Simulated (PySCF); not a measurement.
Compound: acetonitrile, C2H3N.
Geometry (GFN2-xTB, Å), atoms numbered from 1 in this order:
```xyz
6
C2H3N angstrom
C     -0.4867    0.0025    0.0019
C      0.9497   -0.0039   -0.0140
N      2.0922   -0.0092   -0.0272
H     -0.8625   -0.6294   -0.8019
H     -0.8419   -0.3786    0.9585
H     -0.8477    1.0205   -0.1389
```

The closed-shell ground state was solved at several levels (PySCF, density fitting, gas phase, non-relativistic).

```csv
level,basis functions,total energy (Eh),HOMO (eV),LUMO (eV),gap (eV),dipole (D)
PBE0/pcSseg-1,66,-132.5768,-9.51,1.10,10.61,3.95
CAM-B3LYP/def2-SVPD,84,-132.5884,-11.00,0.98,11.98,4.03
```

(1) Estimate the row for B3LYP/pcJ-1, a basis of 111 functions; the other rows only guide the guess.

(2) Over all these levels, which gives the widest orbital gap and which the narrowest?

(3) How far do the dipole and the HOMO energy spread over the levels?

Answers

(1) Total energy -132.7635 Eh, HOMO -9.25 eV, LUMO 0.78 eV, gap 10.03 eV, dipole 3.93 D.

(2) CAM-B3LYP/def2-SVPD (range-separated hybrid) has the widest, 11.98 eV, and B3LYP/pcJ-1 (global hybrid, 20 % exact exchange) the narrowest, 10.03 eV. Functional and basis both differ between the two, so the spread mixes both effects.

(3) The dipole runs from 3.93 to 4.03 D (mean 3.97 D) and the HOMO from -11.00 to -9.25 eV.
